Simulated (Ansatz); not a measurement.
in.yaml

```yaml
crystal:
  periodic: [false, false, false]
  atoms:
    - {symbol: O, position_ang: [-0.854673, -0.231644, 0.000000]}
    - {symbol: H, position_ang: [-1.103982, 0.694932, 0.000000]}
    - {symbol: H, position_ang: [0.151327, -0.231644, 0.000000]}
    - {symbol: S, position_ang: [1.807327, -0.231644, 0.000000]}
basis:
  gaussian: {orbitals: STO-3G}
magnetization: {spin_polarized: false, initial_magnetization: 2}
correlation: {method: ccsd, electrons: all}
output: {forces: true}
```

```sh
$ ansatz run in.yaml --threads 1 --pin off --events-out ev --progress --plain --max-ram 2393MiB
```

The program prints:

```
187 factors; integrals over basis functions are off by at most 2.8e-5 eV
mean field evaluation 1: about -12734.9368 eV, gradient 2.2e1 eV
mean field evaluation 2: about -12734.9825 eV, gradient 2.3e1 eV
mean field evaluation 4: about -12736.7453 eV, gradient 8.2e-1 eV
mean field evaluation 8: about -12736.7598 eV, gradient 5.2e-1 eV
mean field evaluation 16: about -12736.6239 eV, gradient 3.1e0 eV
mean field evaluation 32: about -12736.7610 eV, gradient 7.0e-4 eV
mean field evaluation 64: about -12736.7329 eV, gradient 6.7e-2 eV
mean field evaluation 96: about -12736.7445 eV, gradient 4.9e-2 eV
mean field evaluation 128: about -12736.7312 eV, gradient 2.0e-5 eV
mean field evaluation 160: about -12718.0383 eV, gradient 1.1e1 eV
mean field evaluation 192: about -12736.7531 eV, gradient 5.5e-2 eV
mean field evaluation 224: about -12732.8915 eV, gradient 1.1e0 eV
mean field evaluation 256: about -12736.7498 eV, gradient 9.3e-2 eV
mean field evaluation 288: about -12732.9739 eV, gradient 6.0e-2 eV
mean field -12736.76103071 eV, -468.0673345919 hartree, gradient 5.0e-6 eV, S^2 2.000000; 12 other end points of the search recorded, 0 dependent functions left out
mean field evaluation 320: about -12736.7812 eV, gradient 5.4e-2 eV
mean field evaluation 352: about -12736.8215 eV, gradient 3.7e-3 eV
mean field evaluation 384: about -12736.8215 eV, gradient 6.6e-3 eV
determinant -12736.76103071 eV, -468.0673345919 hartree, with singles and doubles -12738.14330582 eV, -468.1181322652 hartree
determinant -12736.73123069 eV, -468.0662394615 hartree, with singles and doubles -12738.26463976 eV, -468.1225912054 hartree
determinant -12736.72618133 eV, -468.0660539006 hartree, with singles and doubles -12738.21441488 eV, -468.1207454749 hartree
determinant -12736.76103071 eV, -468.0673345919 hartree, with singles and doubles -12738.11037357 eV, -468.1169220273 hartree
determinant -12736.73123069 eV, -468.0662394615 hartree, with singles and doubles -12738.26455300 eV, -468.1225880168 hartree
determinant -12736.72618133 eV, -468.0660539006 hartree, with singles and doubles -12738.27597963 eV, -468.1230079380 hartree
mean field evaluation 416: about -12736.7262 eV, gradient 9.7e-6 eV
reference -12736.72618131 eV, -468.0660539001 hartree; 14, 12 occupied and 2, 4 virtual orbitals, 187 factors
second order -1.06151817 eV of doubles, -0.01374201 eV of singles
cycle   1  -1.54971019 eV  change    8.8e-5 eV  update   5.1e-5
cycle   2  -1.54972416 eV  change   -1.4e-5 eV  update   2.0e-5
cycle   3  -1.54973375 eV  change   -9.6e-6 eV  update   1.3e-5
cycle   4  -1.54973624 eV  change   -2.5e-6 eV  update   1.1e-5
cycle   5  -1.54973845 eV  change   -2.2e-6 eV  update   1.1e-5
cycle   6  -1.54975105 eV  change   -1.3e-5 eV  update   1.0e-5
cycle   7  -1.54977260 eV  change   -2.2e-5 eV  update   8.7e-6
cycle   8  -1.54979007 eV  change   -1.7e-5 eV  update   5.4e-6
cycle   9  -1.54979536 eV  change   -5.3e-6 eV  update   2.7e-6
the calculation of the forces begins
Total energy: -12738.27597667 eV, -468.1230078291 hartree
Atom 0 at    -0.854673    -0.231644     0.000000 Å, force    -2.338130    -4.546192    -0.000000 eV/Å
Atom 1 at    -1.103982     0.694932     0.000000 Å, force    -0.226737     3.840363    -0.000000 eV/Å
Atom 2 at     0.151327    -0.231644     0.000000 Å, force     0.038703     0.683317     0.000000 eV/Å
Atom 3 at     1.807327    -0.231644     0.000000 Å, force     2.526164     0.022512    -0.000000 eV/Å
Dipole moment:     0.230748     0.253635    -0.000000 e Å
```

Forces (eV/Å):
```
O   -2.338 -4.546  0.000
H   -0.227  3.840  0.000
H    0.039  0.683  0.000
S    2.526  0.023  0.000
```

Ran on 1 thread of Arm Neoverse V2, shared host: 1.1 s wall, 0.07 GiB peak host memory.
